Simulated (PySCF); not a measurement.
**1-fluorobutane: NMR shifts and spin-spin couplings**

What NMR shifts and spin-spin couplings should 1-fluorobutane (`CCCCF`) show?

Computed with PySCF 2.14.0, with density-fitted response routines of our own, on a single molecule in the gas phase. Atoms are numbered from 0 throughout.

**1. The starting structure**

14 atoms, charge 0, multiplicity 1; geometry from: GFN2-xTB, dihedral held. The dihedral C0–C1–C2–C3 is held at 300°.

Bonds of the start (Å): C0–C1 1.52, C1–C2 1.53, C2–C3 1.52, C3–F4 1.38, C0–H5 1.09, C0–H6 1.09, C0–H7 1.09, C1–H8 1.09, C1–H9 1.09, C2–H10 1.09, C2–H11 1.09, C3–H12 1.10, C3–H13 1.09.

**2. Shielding tensors: PBE0/pcSseg-1**

The job: settings as JSON, then the geometry in Å.

```
{"job": {"kind": "nmr", "xc": "PBE0", "basis": "pcSseg-1", "pop": true}, "charge": 0, "multiplicity": 1}
C     -1.972906    -0.045642    -0.062959
C     -0.559160    -0.212067     0.482299
C      0.533657     0.167569    -0.519684
C      0.504753    -0.658809    -1.797208
F      0.713321    -1.990567    -1.521664
H     -2.179449    -0.767615    -0.848142
H     -2.115471     0.956506    -0.463178
H     -2.697762    -0.201980     0.732376
H     -0.439810     0.414904     1.368213
H     -0.412489    -1.250583     0.785916
H      0.428600     1.216441    -0.805485
H      1.507958     0.039329    -0.044260
H      1.305863    -0.354536    -2.479254
H     -0.459587    -0.592623    -2.307865
```

Method: GIAO PBE0/pcSseg-1 NMR shielding, non-relativistic, gas phase.

Standard output:

```text
coarse grid: 11016 points
cycle   1  E = -257.2742355838  dE =  3.020e-01  |g| = 5.135e-01  |ddm| = 2.989e+00
cycle   2  E = -257.2496197550  dE =  2.462e-02  |g| = 6.674e-01  |ddm| = 8.343e-01
cycle   3  E = -257.3264971726  dE = -7.688e-02  |g| = 5.291e-02  |ddm| = 4.680e-01
cycle   4  E = -257.3268858767  dE = -3.887e-04  |g| = 2.647e-02  |ddm| = 4.706e-02
cycle   5  E = -257.3270327039  dE = -1.468e-04  |g| = 3.786e-03  |ddm| = 2.157e-02
cycle   6  E = -257.3270355869  dE = -2.883e-06  |g| = 9.518e-04  |ddm| = 3.538e-03
final grid: 104784 points
cycle   7  E = -257.3647227779  dE = -4.023e-05  |g| = 8.614e-03  |ddm| = 2.272e-02
cycle   8  E = -257.3647139022  dE =  8.876e-06  |g| = 1.096e-02  |ddm| = 1.433e-02
cycle   9  E = -257.3647405276  dE = -2.663e-05  |g| = 8.875e-04  |ddm| = 7.799e-03
cycle  10  E = -257.3647406421  dE = -1.144e-07  |g| = 2.548e-04  |ddm| = 7.513e-04
cycle  11  E = -257.3647406522  dE = -1.010e-08  |g| = 4.105e-05  |ddm| = 1.809e-04
cycle  12  E = -257.3647406525  dE = -3.379e-10  |g| = 1.429e-05  |ddm| = 4.132e-05
converged SCF energy = -257.3647406525

GIAO shielding tensors (ppm)
atom      isotropic    diamagn.    paramagn.     s11        s22        s33       span
  0 C      173.877     247.363     -73.486    159.378    175.133    187.121     27.743
  1 C      166.926     247.334     -80.408    156.306    169.302    175.170     18.864
  2 C      151.454     248.643     -97.189    142.967    153.034    158.360     15.393
  3 C      105.150     241.242    -136.092     64.706     84.727    166.016    101.310
  4 F      429.826     473.794     -43.968    381.706    440.391    467.380     85.675
  5 H       30.376      30.074       0.303     25.630     29.619     35.880     10.249
  6 H       31.202      30.099       1.104     27.191     28.920     37.496     10.305
  7 H       30.492      28.724       1.769     25.997     27.777     37.703     11.706
  8 H       30.261      31.562      -1.301     24.665     29.150     36.967     12.302
  9 H       29.864      31.283      -1.419     25.668     28.751     35.173      9.505
 10 H       30.689      31.740      -1.050     26.508     29.221     36.339      9.832
 11 H       29.558      31.163      -1.604     25.210     27.869     35.596     10.386
 12 H       26.955      27.821      -0.866     22.189     27.133     31.543      9.355
 13 H       26.849      29.282      -2.434     23.347     27.407     29.792      6.445
```

It took 11 s on 1 thread, shared host.

The references, computed at this level on geometries of the same kind, shield at (ppm): 1H TMS 31.72, 13C TMS 186.9, 19F CFCl3 170.9. Their shielding less the atom's gives the shift. The references are single molecules in the gas phase, so shifts against H2O, NH3, PH3, H3PO4 or CFCl3 are not on the usual liquid scales and can be off by tens of ppm. Each atom is listed at this fixed geometry, with no averaging over motion; a spectrum would average atoms that exchange fast.

| atoms | environment | σ (ppm) | δ (ppm) |
| --- | --- | --- | --- |
| C3 | sp3 CH2 bonded to F | 105.1 | 81.8 |
| C2 | sp3 CH2 | 151.5 | 35.5 |
| C1 | sp3 CH2 | 166.9 | 20.0 |
| C0 | methyl carbon | 173.9 | 13.0 |
| H13 | hydrogen on an sp3 CH2 bonded to F | 26.85 | 4.87 |
| H12 | hydrogen on an sp3 CH2 bonded to F | 26.96 | 4.76 |
| H11 | hydrogen on an sp3 CH2 | 29.56 | 2.16 |
| H9 | hydrogen on an sp3 CH2 | 29.86 | 1.85 |
| H8 | hydrogen on an sp3 CH2 | 30.26 | 1.46 |
| H5 | hydrogen on a methyl carbon | 30.38 | 1.34 |
| H7 | hydrogen on a methyl carbon | 30.49 | 1.22 |
| H10 | hydrogen on an sp3 CH2 | 30.69 | 1.03 |
| H6 | hydrogen on a methyl carbon | 31.20 | 0.51 |
| F4 | fluorine on an sp3 carbon | 429.8 | -258.9 |

The run also stored atomic charges by several schemes (e):

```csv
atoms,Mulliken,IAO,Hirshfeld,ESP fit
C0,-0.30,-0.42,-0.12,-0.32
C1,-0.27,-0.25,-0.07,0.25
C2,-0.29,-0.27,-0.07,-0.17
C3,0.16,0.05,0.03,0.21
F4,-0.35,-0.34,-0.12,-0.27
```

Mayer bond orders: C0–C1 1.05, C1–C2 1.04, C2–C3 1.04, C3–F4 0.88.

**3. Spin-spin couplings: B3LYP/pcJ-1**

Settings changed since step 2:

```diff
@@ -1,2 +1,2 @@
-{"job": {"kind": "nmr", "xc": "PBE0", "basis": "pcSseg-1", "pop": true}, "charge": 0, "multiplicity": 1}
+{"job": {"kind": "j", "xc": "B3LYP", "basis": "pcJ-1"}, "charge": 0, "multiplicity": 1}
 C     -1.972906    -0.045642    -0.062959
```

With the program's defaults for keys left out, this is: B3LYP/pcJ-1 indirect spin-spin coupling, non-relativistic, gas phase.

Standard output:

```text
coarse grid: 11016 points
cycle   1  E = -257.5935050262  dE =  2.405e-01  |g| = 5.780e-01  |ddm| = 2.648e+00
cycle   2  E = -257.5473343556  dE =  4.617e-02  |g| = 7.991e-01  |ddm| = 1.002e+00
cycle   3  E = -257.6587388148  dE = -1.114e-01  |g| = 6.716e-02  |ddm| = 5.836e-01
cycle   4  E = -257.6592306462  dE = -4.918e-04  |g| = 3.988e-02  |ddm| = 6.122e-02
cycle   5  E = -257.6595462052  dE = -3.156e-04  |g| = 5.686e-03  |ddm| = 3.039e-02
cycle   6  E = -257.6595524389  dE = -6.234e-06  |g| = 1.311e-03  |ddm| = 5.181e-03
final grid: 104784 points
cycle   7  E = -257.7040585476  dE = -1.212e-04  |g| = 7.875e-03  |ddm| = 2.009e-02
cycle   8  E = -257.7040471806  dE =  1.137e-05  |g| = 1.106e-02  |ddm| = 1.268e-02
cycle   9  E = -257.7040716275  dE = -2.445e-05  |g| = 7.985e-04  |ddm| = 7.451e-03
cycle  10  E = -257.7040716786  dE = -5.117e-08  |g| = 5.470e-04  |ddm| = 8.933e-04
cycle  11  E = -257.7040717304  dE = -5.175e-08  |g| = 4.308e-05  |ddm| = 3.696e-04
cycle  12  E = -257.7040717307  dE = -3.517e-10  |g| = 1.315e-05  |ddm| = 4.161e-05
converged SCF energy = -257.7040717307

Indirect spin-spin couplings (Hz)
  i      j    bonds     total        FC       PSO       DSO        SD
  0 C    1 C    1     33.973    34.029    -0.234     0.177         -
  0 C    2 C    2     -1.023    -0.857    -0.173     0.007         -
  0 C    3 C    3      2.128     2.189    -0.085     0.024         -
  0 C    5 H    1    131.932   130.070     1.196     0.666         -
  0 C    6 H    1    130.051   128.156     1.249     0.646         -
  0 C    7 H    1    131.787   129.939     1.245     0.603         -
  0 C    8 H    2     -3.560    -3.535     0.185    -0.210         -
  0 C    9 H    2     -3.106    -3.120     0.190    -0.176         -
  0 C   10 H    3      2.668     2.638     0.039    -0.009         -
  0 C   11 H    3      8.957     9.005     0.396    -0.444         -
  0 C   12 H    4      0.271     0.297     0.276    -0.303         -
  0 C   13 H    4      0.201     0.151    -0.236     0.287         -
  1 C    2 C    1     34.081    34.216    -0.351     0.216         -
  1 C    3 C    2     -2.103    -2.089    -0.039     0.026         -
  1 C    4 F    3      2.906     3.368    -0.499     0.020     0.016
  1 C    5 H    2     -4.029    -4.087     0.219    -0.160         -
  1 C    6 H    2     -3.993    -4.047     0.229    -0.174         -
  1 C    7 H    2     -2.968    -2.988     0.205    -0.185         -
  1 C    8 H    1    133.447   131.643     0.970     0.835         -
  1 C    9 H    1    134.608   132.895     0.830     0.883         -
  1 C   10 H    2     -3.990    -4.018     0.146    -0.119         -
  1 C   11 H    2     -2.222    -2.228     0.104    -0.098         -
  1 C   12 H    3      7.844     7.882     0.395    -0.433         -
  1 C   13 H    3      3.216     3.185     0.004     0.027         -
  2 C    3 C    1     38.332    39.135    -1.046     0.242         -
  2 C    4 F    2     19.441    18.219    -0.306    -0.052     1.579
  2 C    5 H    3      1.189     1.236    -0.011    -0.037         -
  2 C    6 H    3      3.829     3.811    -0.049     0.067         -
  2 C    7 H    3     10.983    11.034     0.361    -0.412         -
  2 C    8 H    2     -3.154    -3.133     0.071    -0.092         -
  2 C    9 H    2     -3.769    -3.799     0.096    -0.067         -
  2 C   10 H    1    129.367   127.493     0.974     0.899         -
  2 C   11 H    1    134.507   132.754     0.849     0.904         -
  2 C   12 H    2     -0.069     0.082    -0.018    -0.133         -
  2 C   13 H    2     -0.685    -0.576     0.006    -0.115         -
  3 C    4 F    1   -223.683  -274.990    28.310     0.688    22.309
  3 C    5 H    4      0.319     0.329    -0.291     0.281         -
  3 C    7 H    4      0.506     0.543     0.242    -0.280         -
  3 C    8 H    3      8.648     8.677     0.369    -0.398         -
  3 C    9 H    3      2.521     2.524    -0.012     0.009         -
  3 C   10 H    2      2.884     2.879    -0.003     0.008         -
  3 C   11 H    2     -6.653    -6.494    -0.111    -0.048         -
  3 C   12 H    1    152.319   151.649    -0.329     0.999         -
  3 C   13 H    1    152.919   152.249    -0.383     1.053         -
  4 F    5 H    5      0.514     0.075     0.294     0.442    -0.296
  4 F    6 H    5      0.363     0.063     1.408    -0.933    -0.174
  4 F    8 H    4      1.175     1.349     1.258    -1.266    -0.166
  4 F    9 H    4      0.212     0.360    -0.975     0.987    -0.160
  4 F   10 H    3     43.786    45.311     0.705    -2.056    -0.174
  4 F   11 H    3     10.601     9.090     2.068    -0.198    -0.359
  4 F   12 H    2     53.175    47.517    10.374    -1.247    -3.469
  4 F   13 H    2     54.361    48.410    10.483    -1.135    -3.397
  5 H    6 H    2    -12.235   -12.357     2.688    -2.566         -
  5 H    7 H    2    -14.232   -14.343     2.718    -2.607         -
  5 H    8 H    3     15.556    15.656     2.737    -2.837         -
  5 H    9 H    3      5.650     5.731     0.088    -0.168         -
  5 H   10 H    4     -0.338    -0.220     0.704    -0.822         -
  5 H   11 H    4     -0.677    -0.570     1.557    -1.664         -
  6 H    7 H    2    -13.816   -13.908     2.794    -2.702         -
  6 H    8 H    3      2.731     2.855     0.610    -0.735         -
  6 H    9 H    3     15.159    15.250     2.733    -2.825         -
  6 H   10 H    4     -0.247    -0.293    -1.284     1.330         -
  6 H   11 H    4     -0.268    -0.192     1.457    -1.532         -
  7 H    8 H    3      5.583     5.697     0.194    -0.309         -
  7 H    9 H    3      2.458     2.571     0.492    -0.605         -
  7 H   10 H    4     -0.395    -0.311     1.355    -1.439         -
  7 H   11 H    4      1.012     1.056     1.638    -1.683         -
  7 H   12 H    5     -0.248    -0.163     1.447    -1.531         -
  8 H    9 H    2    -13.720   -13.865     2.328    -2.183         -
  8 H   10 H    3      4.305     4.385     0.252    -0.333         -
  8 H   11 H    3      3.677     3.757     0.092    -0.171         -
  8 H   12 H    4      0.515     0.568     1.656    -1.709         -
  8 H   13 H    4     -0.673    -0.591     1.548    -1.630         -
  9 H   10 H    3     13.952    14.040     2.682    -2.770         -
  9 H   11 H    3      3.510     3.574     0.090    -0.154         -
  9 H   12 H    4     -0.744    -0.611     1.607    -1.739         -
  9 H   13 H    4     -0.411    -0.272     0.470    -0.609         -
 10 H   11 H    2    -14.413   -14.581     2.334    -2.166         -
 10 H   12 H    3      2.024     2.080     0.155    -0.211         -
 10 H   13 H    3      1.461     1.506     0.304    -0.349         -
 11 H   12 H    3      4.556     4.639     0.208    -0.291         -
 11 H   13 H    3     13.861    14.007     2.688    -2.834         -
 12 H   13 H    2     -9.295    -9.323     2.220    -2.192         -
```

It took 31 s on 1 thread, shared host.

A choice of the couplings up to four bonds, sorted by the number of bonds; isotopes 13C, 19F, 1H:

```
   pair  bonds  J (Hz)  Fermi contact (Hz)  dihedral (°)
  C3–F4      1  -223.7              -275.0             –
 C3–H13      1   152.9               152.2             –
 C3–H12      1   152.3               151.6             –
  C1–H9      1   134.6               132.9             –
 C2–H11      1   134.5               132.8             –
  C1–H8      1   133.4               131.6             –
  C0–H5      1   131.9               130.1             –
  C0–H7      1   131.8               129.9             –
  C0–H6      1   130.1               128.2             –
 F4–H13      2    54.4                48.4             –
 F4–H12      2    53.2                47.5             –
  C2–F4      2    19.4                18.2             –
H10–H11      2   -14.4               -14.6             –
  H5–H7      2   -14.2               -14.3             –
  H6–H7      2   -13.8               -13.9             –
  H8–H9      2   -13.7               -13.9             –
  H5–H6      2   -12.2               -12.4             –
H12–H13      2    -9.3                -9.3             –
 F4–H10      3    43.8                45.3           176
  H5–H8      3    15.6                15.7          -171
  H6–H9      3    15.2                15.2          -174
 H9–H10      3    14.0                14.0          -178
H11–H13      3    13.9                14.0           178
  C2–H7      3    11.0                11.0          -172
 F4–H11      3    10.6                 9.1            60
 C0–H11      3     9.0                 9.0           179
  C3–H8      3     8.6                 8.7           179
  F4–H8      4     1.2                 1.3             –
 H7–H11      4     1.0                 1.1             –
```

The spin-dipole term was solved for some atoms only; pairs without it lack that part.

**4. Results**

| quantity | value |
| --- | --- |
| 13C shifts against TMS (PBE0/pcSseg-1) | 81.8, 35.5, 20.0, 13.0 ppm |
| 1H shifts against TMS (PBE0/pcSseg-1) | 4.87, 4.76, 2.16, 1.85, 1.46, 1.34, 1.22, 1.03, 0.51 ppm |
| 19F shifts against CFCl3 (PBE0/pcSseg-1) | -258.9 ppm |
| largest coupling of the table (B3LYP/pcJ-1) | 1J(C,F) C3–F4, -223.7 Hz |

What this shows: Shifts at one fixed geometry are not the observed spectrum, which averages over the motion. The geometry holds a dihedral fixed, so it need not be a minimum. At PBE0/pcSseg-1: The widest tensor belongs to C3: span 101 ppm, with a paramagnetic part of -136 ppm. Of the pairs tabulated at B3LYP/pcJ-1, C3–F4 couples most strongly (-223.7 Hz; Fermi contact -275.0 Hz).
